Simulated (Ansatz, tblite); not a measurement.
Removing an electron: [AlClH3]- (AlH₃Cl⁻). Charge -1, multiplicity 1. Geometry: PBE0-D4/def2-TZVPD. Ansatz, gas phase; energy differences of separate SCF runs; the oxidised species was run as a doublet alone.

```xyz
5

Al    0.158    0.000    0.026
Cl   -2.053    0.005   -0.334
H     0.880   -0.130   -1.428
H     0.487   -1.280    0.977
H     0.529    1.405    0.759
```

The xTB rows come from tblite. Correlated methods freeze 10 core orbitals. In CCSD on the charge 0 doublet the largest single amplitude is 0.19, so its Hartree–Fock determinant may place the open shell otherwise than the density functionals do.

| level | −HOMO (eV) | vertical IE (eV) | −LUMO (eV) | HOMO–LUMO gap (eV) | remarks |
| --- | --- | --- | --- | --- | --- |
| GFN1-xTB | 6.38 | 9.39 | -2.05 | 8.43 | – |
| PBE0-D4/def2-TZVPD | 2.66 | 4.77 | -3.81 | 6.46 | – |
| CCSD(T)/def2-TZVPPD | – | 5.17 | – | – | large T1 (0.047) (doublet) |

Q: Estimate the rows for GFN2-xTB, CCSD/def2-TZVPPD.

A: 
```csv
level,−HOMO (eV),vertical IE (eV),−LUMO (eV),HOMO–LUMO gap (eV),remarks
GFN2-xTB,6.01,8.92,-0.96,6.97,–
CCSD/def2-TZVPPD,–,5.23,–,–,large T1 (0.047) (doublet)
```

Run but left out: HF/def2-TZVPPD, MP2/def2-TZVPPD (neutral doublet: a determinant that CCSD turns far, T1 0.047); PBE-D4/def2-TZVPD, r2SCAN-D4/def2-TZVPD (neutral doublet: an occupied level 0.04 to 0.24 eV above an empty one).  Raw xTB energy differences between charge states are shifted by several eV; the methods need an empirical correction for them.
